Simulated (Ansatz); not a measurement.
Geometry optimisation, Ansatz 0.2.0, UKS PBE0/6-31G*.

input.yaml

```yaml
crystal:
  periodic: [false, false, false]
  atoms:
    - { symbol: "N", position_ang: [-0.7626, -0.58765, -0.54632] }
    - { symbol: C, position_ang: [0.05567, 0.30057, 0.10982] }
    - { symbol: O, position_ang: [1.22712, -0.2915, 0.56693] }
    - { symbol: H, position_ang: [-1.61493, -0.15223, -0.88228] }
    - { symbol: H, position_ang: [0.34402, 1.1699, -0.53155] }
    - { symbol: H, position_ang: [-0.44546, 0.78002, 0.98561] }
    - { symbol: H, position_ang: [1.19618, -1.21912, 0.29779] }
magnetization:
  spin_polarized: true
  initial_magnetization: 1
basis:
  gaussian: { orbitals: "6-31G*" }
hamiltonian:
  xc: pbe0
relax:
  f_tol: 0.015
  max_steps: 40
```

Run as:

```bash
$ ansatz run input.yaml --threads 1 --pin off --max-ram 2048MiB --backend cpu --events-out ev --progress --plain --runs-dir out
```

Question: Where does it end, and by what steps?

Answer: It converged. The force dipped under the threshold on the way, but the program's further checks kept it going. After 16 steps the energy has fallen by 0.055 eV; H7 moved furthest, 0.22 Å.

| step | energy less start (eV) | largest force component (eV/Å) | accepted |
| --- | --- | --- | --- |
| 0 | 0.0000 | 1.232 | yes |
| 1 | -0.0338 | 0.737 | yes |
| 2 | -0.0502 | 0.060 | yes |
| 3 | -0.0504 | 0.022 | yes |
| 4 | -0.0505 | 0.007 | yes |
| 5 | -0.0505 | 0.002 | yes |
| 6 | -0.0505 | 0.004 | yes |
| 7 | -0.0505 | 0.025 | yes |
| 8 | 0.0477 | 2.294 | no |
| 9 | -0.0512 | 0.142 | yes |
| 10 | -0.0518 | 0.027 | yes |
| 11 | -0.0545 | 0.100 | yes |
| 12 | -0.0550 | 0.055 | yes |
| 13 | -0.0553 | 0.046 | yes |
| 14 | -0.0553 | 0.023 | yes |
| 15 | -0.0553 | 0.028 | no |
| 16 | -0.0553 | 0.013 | yes |

```xyz
7
Properties=species:S:1:pos:R:3
N -0.814 -0.621 -0.523
C 0.048 0.285 0.146
O 1.147 -0.356 0.719
H -1.616 -0.080 -0.871
H 0.369 1.064 -0.582
H -0.470 0.827 0.957
H 1.335 -1.119 0.153
```

Whether the end is a true minimum wasn't checked by a vibrational analysis.

The run took 37 s on 1 thread of Arm Neoverse V1, on a shared host, peak memory 0.13 GiB.
